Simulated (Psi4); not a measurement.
Reaction (SMILES): [SiH4] (SiH4) → [SiH3-] + H+
B3LYP-D3(BJ)/def2-TZVP geometries, fixed; electronic energies without zero-point terms.

Effect of the grid (radial, spherical points) at PBE/aug-cc-pV(T+d)Z with Psi4, against the last row, where the deprotonation energy is 373.15 kcal/mol. Cost is core time over that of grid: 35, 110, rough, on shared machines of one kind.

```
setting         grid points, largest species  largest shift of a total energy (mEh)  shift of the deprotonation energy (kcal/mol)  cost
--------------  ----------------------------  -------------------------------------  --------------------------------------------  ----
grid: 35, 110                          19099                                  0.389                                        -0.014    1×
grid: 50, 194                          48028                                  0.035                                        -0.010    1×
grid: 75, 302                         110665                                  0.002                                        -0.002    2×
grid: 99, 590                         283195                                  0.000                                         0.000    3×
grid: 150, 974                        707547                                  0.000                                         0.000    7×
```

Within 0.02 kcal/mol in the deprotonation energy: grid: 35, 110; grid: 50, 194; grid: 75, 302; grid: 99, 590. The largest shift is 0.389 mEh in a total energy and 0.014 kcal/mol in the difference.
